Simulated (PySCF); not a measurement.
Start geometry of `N/C(F)=C/C=[NH2+]` from GFN2-xTB (Å):
```
atom  x, y, z in Å
N1     2.2759    0.0630   -0.2582
C2     0.9981    0.1865    0.0294
F3     0.7410    1.1326    0.9238
C4    -0.0443   -0.5544   -0.4992
C5    -1.3934   -0.4177   -0.1892
N6    -1.9421    0.4241    0.6487
H7     2.9557    0.6619    0.1928
H8     2.6030   -0.6205   -0.9237
H9     0.2216   -1.3092   -1.2208
H10   -2.0736   -1.0877   -0.7027
H11   -1.3986    1.0922    1.1807
H12   -2.9420    0.4285    0.7922
```

Question: What comes out of this run: CAM-B3LYP/def2-SVP geometry optimisation, gas phase (PySCF)?

Answer: 
```
atom  x, y, z in Å
N1     2.274    0.259   -0.350
C2     1.004    0.252   -0.014
F3     0.738    0.972    1.052
C4    -0.034   -0.414   -0.650
C5    -1.369   -0.376   -0.250
N6    -1.917    0.261    0.761
H7     2.944    0.787    0.205
H8     2.608   -0.259   -1.156
H9     0.210   -1.008   -1.530
H10   -2.071   -0.957   -0.857
H11   -1.378    0.837    1.401
H12   -2.916    0.191    0.927
```

The energy falls by 0.48 kcal/mol over 10 energy and gradient evaluations, the largest force component goes from 0.0087 to 3.1e-04 Eh/bohr, and the atoms move by 0.022 Å rms after alignment. The bond that changes most is C2–F3 (vinylic C–F carbon to vinyl fluorine), which shortens by 0.014 Å. Bonds longer at the end by more than 0.005 Å: 6 of 11; shorter: 1. Rotational constants go from 8204, 2502, 1917 to 8313, 2502, 1923 MHz. The orientation of the end geometry is arbitrary; only internal coordinates are fixed.

The run used 114 basis functions and 68 SCF cycles in all. Time: 34 s of wall time; peak memory 0.53 GiB. Hardware: one thread of an Intel Xeon 6975P-C, shared host with 192 logical CPUs at a one-minute load of 72.

Stationary, but not proved a minimum. One conformer (not necessarily the lowest) at the CAM-B3LYP/def2-SVP geometry, without solvent, vibrations or thermal averaging.
